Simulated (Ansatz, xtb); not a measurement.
# C3H6Cl2: which of two isomers lies lower

We compare a, `CC(C)(Cl)Cl`, a singlet, with b, `C[C@H](Cl)CCl`, a singlet. Both are isolated molecules in the gas phase, relaxed with PBE-D3(BJ)/def2-SVP, each in the lowest conformer that the search found.

a (Å):

```xyz
11

C    -1.1008    1.1161    0.6251
C     0.3755    0.7521    0.6310
C     0.6538   -0.7367    0.7655
Cl    1.1797    1.6187    2.0177
Cl    1.1232    1.3424   -0.9225
H    -1.2307    2.2094    0.5249
H    -1.5703    0.7839    1.5724
H    -1.6049    0.6150   -0.2250
H     0.1902   -1.2806   -0.0815
H     0.2248   -1.1117    1.7160
H     1.7423   -0.9300    0.7627
```

b (Å):

```xyz
11

C    -1.0066    0.6692   -0.1399
C     0.3185    0.8947    0.5664
C     0.7340   -0.2240    1.5168
Cl    1.6640    1.0373   -0.6585
Cl   -0.4247   -0.3585    2.8961
H    -1.2413    1.5136   -0.8150
H    -0.9766   -0.2630   -0.7389
H    -1.8130    0.5790    0.6152
H     0.3168    1.8577    1.1150
H     0.7515   -1.1995    0.9926
H     1.7338   -0.0234    1.9436
```

Question: Which of the two would you expect CCSD(T)/def2-SVP + ΔMP2/def2-TZVPP electronic energies to favour?

Answer: Too close to call at this level: CCSD(T)/def2-SVP + ΔMP2/def2-TZVPP gives E(b) − E(a) = +0.010 eV.

The same difference at several levels:

```json
{"level": "GFN2-xTB", "geometry": "GFN2-xTB", "E(b) − E(a) (eV)": "+0.183", "departure from the last row (eV)": "+0.173", "job, with rough time for the two": "optimisation, 0.31 s"}
{"level": "HF/STO-3G", "geometry": "GFN2-xTB", "E(b) − E(a) (eV)": "−0.064", "departure from the last row (eV)": "−0.074", "job, with rough time for the two": "single point, 0.84 s"}
{"level": "r2SCAN-D4/def2-SVP", "geometry": "GFN2-xTB", "E(b) − E(a) (eV)": "+0.056", "departure from the last row (eV)": "+0.046", "job, with rough time for the two": "single point, 6.2 s"}
{"level": "PBE-D3(BJ)/def2-SVP", "geometry": "PBE-D3(BJ)/def2-SVP", "E(b) − E(a) (eV)": "+0.042", "departure from the last row (eV)": "+0.032", "job, with rough time for the two": "optimisation, 18 s"}
{"level": "HF/def2-SVP", "geometry": "PBE-D3(BJ)/def2-SVP", "E(b) − E(a) (eV)": "−0.092", "departure from the last row (eV)": "−0.102", "job, with rough time for the two": "part of the CCSD(T) run"}
{"level": "MP2/def2-SVP", "geometry": "PBE-D3(BJ)/def2-SVP", "E(b) − E(a) (eV)": "+0.083", "departure from the last row (eV)": "+0.073", "job, with rough time for the two": "part of the CCSD(T) run"}
{"level": "CCSD(T)/def2-SVP", "geometry": "PBE-D3(BJ)/def2-SVP", "E(b) − E(a) (eV)": "+0.050", "departure from the last row (eV)": "+0.040", "job, with rough time for the two": "single point"}
{"level": "CCSD(T)/def2-SVP + ΔMP2/def2-TZVPP", "geometry": "PBE-D3(BJ)/def2-SVP", "E(b) − E(a) (eV)": "+0.010", "departure from the last row (eV)": "", "job, with rough time for the two": "single point, 50 s"}
```

As drawn, both hold the same kinds of bond in the same numbers. Structure a has 2 methyl groups, b 1.

The largest departure from CCSD(T)/def2-SVP + ΔMP2/def2-TZVPP is that of GFN2-xTB, 0.173 eV. The last row adds to CCSD(T) the change of the MP2 difference between the two basis sets, here −0.040 eV.

With harmonic frequencies from PBE-D3(BJ)/def2-SVP (ideal gas, rigid rotor, one conformer each, 298.15 K, 1 atm): on the last row, ΔE + ΔZPE = +0.042, ΔH = +0.040, ΔG = +0.007 eV.

The correlated steps freeze 13 core orbitals. Mirror images aren't counted in ΔG. Run with Ansatz 0.2.0, xtb 6.7.1; the last row on 2 threads of AMD EPYC 7R43 64-Core Processor (Zen 3) on a shared host.
